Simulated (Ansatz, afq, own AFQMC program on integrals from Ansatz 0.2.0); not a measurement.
## SiH₂, singlet in cc-pVDZ, levels against full CI

```xyz
3

Si    0.0000   -0.1125    0.0419
H     0.0000    2.1788   -2.2982
H     0.0000    0.9548    1.1319
```

Basis cc-pVDZ. Noble-gas cores (and the filled d shells of Ga–Kr and In–Xe) are frozen. Integrals, coupled cluster, full CI and functionals: Ansatz 0.2.0; the random walks run on the same integrals in our own AFQMC program. The CISD trial takes its coefficients from CCSD amplitudes. Released means that phaseless walkers are propagated on without the constraint, phases kept. Error bars are statistical, one sigma.

Determinant: RHF, the one that the program's search chose, which needn't be the lowest solution. The geometry is a point of a scan.

Full CI on the same integrals is exact in this basis and with this determinant's frozen core.

Cautions: restricted determinant unstable towards unrestricted (UHF 2.05 eV lower, ⟨S²⟩ 0.97); strong correlation (T1 0.091, weight of the determinant 0.67, largest double 0.56); (T) is large, 7 % of the CCSD correlation; the CCSD(T) amplitudes may be one of several solutions (largest double 0.56); the CCSDT(Q) amplitudes may be one of several solutions (largest double 0.62); the CCSDTQ amplitudes may be one of several solutions (largest double 0.62); the released energies are still falling, so no released level is given (meV from the phaseless value at times in 1/Eh: -11 ± 5 at 0.24, -17 ± 5 at 0.51, -23 ± 4 at 0.99, -33 ± 5 at 1.62, -39 ± 5 at 2.40).

* T1 diagnostic: 0.0905
* weight of the determinant in the CISD state: 0.674
* size of the correlated space: 6 electrons in 23 orbitals

Reference: full CI, correlation energy -4.736 eV. The cautions show a poor starting determinant, so the rows tell how each method copes with it here, and full CI is the sure value.

```tsv
level	E − E(reference) (kJ/mol)	share of correlation (%)
HF	457.0	0.00
MP2	178.9	60.84
CCSD	27.3	94.03
CCSD(T)	-3.0	100.65
CCSDT	0.7	99.85
CCSDT(Q)	-0.2	100.05
CCSDTQ	0.0	100.00
ph-AFQMC/CISD	9.1 ± 0.4	98.01
```

CCSDT and higher add their correlation energy to the determinant of the CCSD(T) run, since their own runs factorise the integrals more tightly (a shift of under 2 meV). A walk keeps the symmetry of its determinant, which the program's search chose and which needn't be the lowest solution, so a lower state of the same spin and another symmetry isn't excluded.
